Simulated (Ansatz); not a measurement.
# ClHSSi (SMILES S[Si]Cl): one structure at several levels

A test off equilibrium: a structure displaced at random from a GFN2-xTB minimum is computed at several levels, and each is set against CCSD(T).

The runs use Ansatz 0.2.0, Gaussian basis; single points in def2-TZVPP.

Cores are frozen in the correlated methods.

### Step 1. The starting structure

SMILES `S[Si]Cl`, 4 atoms, charge 0, spin multiplicity 1.

Atoms are counted from 1 here; the program's logs count them from 0.

Bond lengths: S1–Si2 2.117 Å, S1–H4 1.242 Å, Si2–Cl3 2.119 Å. Angles: Si2–S1–H4 98.8°, S1–Si2–Cl3 102.3°.

Coordinates:

```xyz
4
ClHSSi
S    -0.1304    0.8948   -0.5849
Si   -0.1544   -0.9667    0.4237
Cl    1.8517   -1.1487    1.0816
H    -1.3230    0.9388   -0.9296
```

### Step 2. CCSD(T)/def2-TZVPP

run/in.yaml reads:

```yaml
crystal:
  periodic: [false, false, false]
  atoms:
    - {symbol: S, position_ang: [-0.130400, 0.894800, -0.584900]}
    - {symbol: Si, position_ang: [-0.154400, -0.966700, 0.423700]}
    - {symbol: Cl, position_ang: [1.851700, -1.148700, 1.081600]}
    - {symbol: H, position_ang: [-1.323000, 0.938800, -0.929600]}
basis:
  gaussian: {orbitals: def2-TZVPP}
correlation: {method: ccsd_t}
output: {forces: true}
```

The command line of these runs was not kept.

### Step 3. PBE0-D4/def2-TZVPP

run/in.yaml, as its differences from that of step 2:

```diff
@@ -9,3 +9,3 @@
   gaussian: {orbitals: def2-TZVPP}
-correlation: {method: ccsd_t}
-output: {forces: true}
+hamiltonian: {xc: pbe0, dispersion: d4}
+output: {forces: true, orbitals: {seedname: orbitals}}
```

### Step 4. wB97M-V/def2-TZVPP

run/in.yaml, as its differences from that of step 3:

```diff
@@ -9,3 +9,3 @@
   gaussian: {orbitals: def2-TZVPP}
-hamiltonian: {xc: pbe0, dispersion: d4}
-output: {forces: true, orbitals: {seedname: orbitals}}
+hamiltonian: {xc: {name: wB97M-V}}
+output: {forces: true}
```

### Step 5. r2SCAN-D4/def2-TZVPP

run/in.yaml, as its differences from that of step 4:

```diff
@@ -9,3 +9,3 @@
   gaussian: {orbitals: def2-TZVPP}
-hamiltonian: {xc: {name: wB97M-V}}
+hamiltonian: {xc: r2scan, dispersion: d4}
 output: {forces: true}
```

### Step 6. PBE-D4/def2-TZVPP

run/in.yaml, as its differences from that of step 5:

```diff
@@ -9,3 +9,3 @@
   gaussian: {orbitals: def2-TZVPP}
-hamiltonian: {xc: r2scan, dispersion: d4}
+hamiltonian: {xc: pbe, dispersion: d4}
 output: {forces: true}
```

### Step 7. SPW92/def2-TZVPP

run/in.yaml, as its differences from that of step 6:

```diff
@@ -9,3 +9,3 @@
   gaussian: {orbitals: def2-TZVPP}
-hamiltonian: {xc: pbe, dispersion: d4}
+hamiltonian: {xc: lda}
 output: {forces: true}
```

### Step 8. revPBE-D4/def2-TZVPP

run/in.yaml, as its differences from that of step 7:

```diff
@@ -9,3 +9,3 @@
   gaussian: {orbitals: def2-TZVPP}
-hamiltonian: {xc: lda}
+hamiltonian: {xc: {name: revPBE}, dispersion: d4}
 output: {forces: true}
```

(Steps that only read results are left out.)

Before running it: what results should come out? Wanted: energy less free atoms, CCSD(T)/def2-TZVPP; RMS force component; RMS force error; HOMO and LUMO, PBE0-D4; T1 diagnostic.

**Answer**, as computed:

| quantity | value |
| --- | --- |
| energy less free atoms, CCSD(T)/def2-TZVPP | -1092.0 kJ/mol |
| RMS force component | 1.507 to 1.688 eV/Å over the methods |
| RMS force error | PBE0-D4 0.069, wB97M-V 0.042, r2SCAN-D4 0.059, PBE-D4 0.199, SPW92 0.196, revPBE-D4 0.240 eV/Å |
| HOMO and LUMO, PBE0-D4 | -7.14 and -2.51 eV |
| T1 diagnostic | 0.014 |

In words: Against CCSD(T) the functionals' energies less atoms differ by -235.3 to -48.3 kJ/mol, PBE-D4 by -78.0 kJ/mol. A larger basis would deepen the CCSD(T) value, while the functionals are nearly converged already, so the order here is not reliable. The forces of wB97M-V come nearest to CCSD(T), those of revPBE-D4 are farthest. Frozen-core CCSD(T) forces in triple zeta carry basis errors of their own, and this is one geometry, so small gaps rank nothing. The restricted Hartree–Fock reference is unstable towards an unrestricted one at one or more of these structures.
